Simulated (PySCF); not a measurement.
Ionisation energy of Ar by level of theory

Ar [Ar] (1S) → Ar⁺ [Ne] 3s2 3p5 (2P), as a difference of total energies. All numbers are calculated (PySCF 2.14, no relativity, point nucleus, in cc-pV(D+d)Z). Correlated levels: valence: [Ne] frozen. The calculations carry no spin-orbit coupling.

```
           method  ionisation energy (eV)  error (eV)
              UHF                  14.670      -1.149
              LDA                  15.967      +0.148
            M06-L                  16.014      +0.195
    MP2 (valence)                  15.431      -0.388
SCS-MP2 (valence)                  15.340      -0.479
   CCSD (valence)                  15.270      -0.549
CCSD(T) (valence)                  15.275      -0.544
```

Reference: 15.819 eV (measured; NIST levels, between the centres of gravity of the two terms).

Errors of the correlated levels include the incompleteness of this basis and the frozen core.
